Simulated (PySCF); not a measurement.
MLi for M along the third period

PBE with double-zeta basis sets in PySCF, for the lowest determinant that a PBE0 search found; no spin–orbit coupling. De refers to high-spin ground-configuration atoms. A positive dipole means M(−)Li(+).

| M | basis | state (unpaired electrons) | Re (Å) | ωe (cm⁻¹) | De (eV) | μ (D) |
| --- | --- | --- | --- | --- | --- | --- |
| Na | jorge-DZP-DKH | singlet (closed shell) | 2.916 | 247 | 0.80 | -0.23 |
| Mg | def2-SVP | doublet (σ ↑) | 3.091 | 201 | 0.32 | 0.88 |
| Si | x2c-SVPall | quartet (σ ↑, π ↑↑) | 2.368 | 441 | 1.81 | 5.64 |
| P | def2-SVPD | triplet (π ↑↑) | 2.336 | 482 | 1.89 | 6.12 |
| S | aug-cc-pVDZ/aug-cc-pV(D+d)Z | doublet (π ↑) | 2.186 | 555 | 3.15 | 6.87 |

Question: By what factor does the harmonic wavenumber vary along the series?

Answer: At PBE it runs from 201 cm⁻¹ (LiMg) to 555 cm⁻¹ (LiS), a factor of 2.76.

The rows differ in basis set, which adds steps of its own.

The state changes along the series, so neighbouring rows are not always alike in their bonding.

Closed-shell solutions of metal pairs were not tested for spin polarisation, which can lower them a little. Weak bonds: LiMg. Basis-set superposition, not corrected here, can be much of De in a small basis, most of all at correlated wavefunction levels. Functionals without a dispersion term scatter widely for such bonds, and LDA overbinds them. States were picked by a PBE0 search and need not be the measured ground states.
